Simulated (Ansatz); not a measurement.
A made-up structure of CH₄BSi, doublet:

B1  (-1.299, -0.145, -0.944)
C2  (-0.125, -0.013, -0.092)
Si3  (1.236, 0.139, 0.899)
H4  (-2.404, -0.144, -0.471)
H5  (0.613, -0.013, 2.166)
H6  (1.361, -0.539, 2.208)
H7  (2.412, 0.960, 0.535)
(Å)

It is relaxed with PBE-D4/def2-SVP and then PBE0-D4/def2-TZVP (Ansatz 0.2.0). Atoms count as bonded within 1.22 times the sum of their covalent radii (H–H: 0.88 Å). The end point is not checked to be a true minimum.

Q: Does its bonding change? (A judgement: the text doesn't fix the answer.)

A: Computed: No: no bond forms or breaks.

Where it ends: The first stage lowers the energy by 3.63 eV in 11 steps. It ends as CH₄BSi ([BH][C][SiH3]):
B1  (-1.431, -0.152, -0.551)
C2  (-0.293, -0.046, 0.190)
Si3  (1.184, 0.124, 1.228)
H4  (-2.411, -0.243, -1.190)
H5  (0.756, 0.871, 2.443)
H6  (1.729, -1.197, 1.637)
H7  (2.260, 0.889, 0.543)
(Å)

Labels in which every atom is bracketed show which atoms are joined, not bond orders.

For scale, one of the runs: PBE0-D4/def2-TZVP relaxation, 123 basis functions, launched by `ansatz run in.yaml --threads 2 --pin off --events-out ev --progress --plain --max-ram 4352MiB`. The run took about 39 s on 2 CPU threads of an Arm Neoverse V1 (shared host).
